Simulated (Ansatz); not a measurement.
Consider the hydrogenolysis of a C–F bond: `CC(O)(Cl)CF` + H₂ → `CC(C)(O)Cl` + H–F.

Calculated with Ansatz (gas phase, PBE0-D4/def2-TZVP geometries, no zero-point term in ΔE). CCSD(T)/CBS adds triple-zeta CCSD(T) − MP2 to the extrapolated MP2 energy (def2 sets, frozen cores). This one scheme is used for every species. DFT in def2-TZVPP. B3LYP here is the variant with VWN-RPA as its local correlation; programs differ in this. HSE06 is defined as in plane-wave codes. One conformer a species, not always the lowest.

```json
{"level": "LDA (SPW92)", "ΔE (kJ/mol)": "-94.3", "difference from CCSD(T)/CBS": "15.8"}
{"level": "PBE-D4", "ΔE (kJ/mol)": "-97.0", "difference from CCSD(T)/CBS": "13.1"}
{"level": "revPBE-D4", "ΔE (kJ/mol)": "-96.3", "difference from CCSD(T)/CBS": "13.8"}
{"level": "BLYP-D4", "ΔE (kJ/mol)": "-91.9", "difference from CCSD(T)/CBS": "18.2"}
{"level": "r2SCAN-D4", "ΔE (kJ/mol)": "-95.5", "difference from CCSD(T)/CBS": "14.6"}
{"level": "B97M-V", "ΔE (kJ/mol)": "-98.4", "difference from CCSD(T)/CBS": "11.7"}
{"level": "B3LYP-D4", "ΔE (kJ/mol)": "-97.7", "difference from CCSD(T)/CBS": "12.4"}
{"level": "r2SCANh-D4", "ΔE (kJ/mol)": "-98.4", "difference from CCSD(T)/CBS": "11.7"}
{"level": "r2SCAN0-D4", "ΔE (kJ/mol)": "-102.4", "difference from CCSD(T)/CBS": "7.7"}
{"level": "HSE06-D4", "ΔE (kJ/mol)": "-103.9", "difference from CCSD(T)/CBS": "6.2"}
{"level": "BHLYP-D4", "ΔE (kJ/mol)": "-101.8", "difference from CCSD(T)/CBS": "8.3"}
{"level": "ωB97M-V", "ΔE (kJ/mol)": "-98.6", "difference from CCSD(T)/CBS": "11.5"}
{"level": "B2PLYP", "ΔE (kJ/mol)": "-103.4", "difference from CCSD(T)/CBS": "6.7"}
{"level": "PBE-QIDH", "ΔE (kJ/mol)": "-109.8", "difference from CCSD(T)/CBS": "0.3"}
{"level": "PBE", "ΔE (kJ/mol)": "-98.3", "difference from CCSD(T)/CBS": "11.8"}
{"level": "revPBE", "ΔE (kJ/mol)": "-100.3", "difference from CCSD(T)/CBS": "9.8"}
{"level": "BLYP", "ΔE (kJ/mol)": "-94.7", "difference from CCSD(T)/CBS": "15.4"}
{"level": "PBE0", "ΔE (kJ/mol)": "-104.9", "difference from CCSD(T)/CBS": "5.2"}
{"level": "B3LYP", "ΔE (kJ/mol)": "-99.8", "difference from CCSD(T)/CBS": "10.3"}
{"level": "r2SCANh", "ΔE (kJ/mol)": "-98.8", "difference from CCSD(T)/CBS": "11.3"}
{"level": "r2SCAN0", "ΔE (kJ/mol)": "-102.8", "difference from CCSD(T)/CBS": "7.3"}
{"level": "HSE06", "ΔE (kJ/mol)": "-105.0", "difference from CCSD(T)/CBS": "5.1"}
{"level": "BHLYP", "ΔE (kJ/mol)": "-103.3", "difference from CCSD(T)/CBS": "6.8"}
{"level": "CAM-B3LYP", "ΔE (kJ/mol)": "-97.8", "difference from CCSD(T)/CBS": "12.3"}
{"level": "LC-ωPBE", "ΔE (kJ/mol)": "-103.8", "difference from CCSD(T)/CBS": "6.3"}
{"level": "RPA@PBE/def2-TZVPP", "ΔE (kJ/mol)": "-98.1", "difference from CCSD(T)/CBS": "12.0"}
{"level": "HF/def2-SVP", "ΔE (kJ/mol)": "-97.2", "difference from CCSD(T)/CBS": "12.9"}
{"level": "CCSD/def2-SVP", "ΔE (kJ/mol)": "-95.3", "difference from CCSD(T)/CBS": "14.8"}
{"level": "CCSD(T)/def2-SVP", "ΔE (kJ/mol)": "-92.7", "difference from CCSD(T)/CBS": "17.4"}
{"level": "HF/def2-TZVPP", "ΔE (kJ/mol)": "-105.4", "difference from CCSD(T)/CBS": "4.7"}
{"level": "MP2/def2-TZVPP", "ΔE (kJ/mol)": "-112.9", "difference from CCSD(T)/CBS": "-2.8"}
{"level": "SCS-MP2/def2-TZVPP", "ΔE (kJ/mol)": "-107.8", "difference from CCSD(T)/CBS": "2.3"}
{"level": "CCSD/def2-TZVPP", "ΔE (kJ/mol)": "-108.5", "difference from CCSD(T)/CBS": "1.6"}
{"level": "CCSD(T)/def2-TZVPP", "ΔE (kJ/mol)": "-106.2", "difference from CCSD(T)/CBS": "3.9"}
{"level": "HF/def2-QZVPP", "ΔE (kJ/mol)": "-106.1", "difference from CCSD(T)/CBS": "4.0"}
{"level": "MP2/def2-QZVPP", "ΔE (kJ/mol)": "-115.4", "difference from CCSD(T)/CBS": "-5.3"}
{"level": "SCS-MP2/def2-QZVPP", "ΔE (kJ/mol)": "-110.6", "difference from CCSD(T)/CBS": "-0.5"}
{"level": "HF/CBS(def2)", "ΔE (kJ/mol)": "-106.1", "difference from CCSD(T)/CBS": "4.0"}
{"level": "MP2/CBS(def2)", "ΔE (kJ/mol)": "-116.8", "difference from CCSD(T)/CBS": "-6.7"}
{"level": "CCSD/CBS(def2)", "ΔE (kJ/mol)": "-112.4", "difference from CCSD(T)/CBS": "-2.3"}
{"level": "CCSD(T)/CBS", "ΔE (kJ/mol)": "-110.1", "difference from CCSD(T)/CBS": "0"}
```

Q: What do rigid-rotor, harmonic-oscillator terms from PBE0-D4/def2-TZVP frequencies (298.15 K, 1 bar) make of the CCSD(T)/CBS value? (An estimate is asked.)

A: Computed: ΔZPE = +16.2 kJ/mol, ΔH = -95.5 kJ/mol, ΔS = 25 J/(mol·K), ΔG = -102.9 kJ/mol.

Largest T1 diagnostic among the species: 0.011.

At CCSD(T), def2-SVP lies +17.4 kJ/mol from the extrapolated value and def2-TZVPP +3.9 kJ/mol. Leaving LDA and LC-ωPBE aside and taking each functional with its dispersion term where it has one, the values spread over 17.9 kJ/mol, from PBE-QIDH to BLYP-D4. LDA lies +4.0 kJ/mol from PBE without D4.

CCSD(T)/CBS has its own doubt, a few kJ/mol and more with outer-core shells, so smaller differences from it don't rank the levels.
